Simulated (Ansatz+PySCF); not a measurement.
A calculation with PySCF 2.14.0.

```python
from pyscf import gto, dft

mol = gto.M(atom="""
N 0.000000 0.000000 -0.548880
N 0.000000 0.000000 0.548880
N 30.340640 -0.408330 -0.136010
N 29.659360 0.408330 0.136010
""", basis='cc-pvdz', charge=0, spin=0)
mf = dft.UKS(mol, xc='pbe0')
mf.init_guess = 'minao'
mf.kernel()
while True:  # follow internal instabilities
    mo, _, stable, _ = mf.stability(return_status=True)
    if stable: break
    mf.kernel(mf.make_rdm1(mo, mf.mo_occ))
print(mf.converged, mf.e_tot, mf.spin_square()[0])
```

The script is written out from the run's settings.

The run gave:

```json
{"Converged": "yes", "Total energy": "-218.82080 hartree", "Spin squared of the determinant": "0.000"}
```
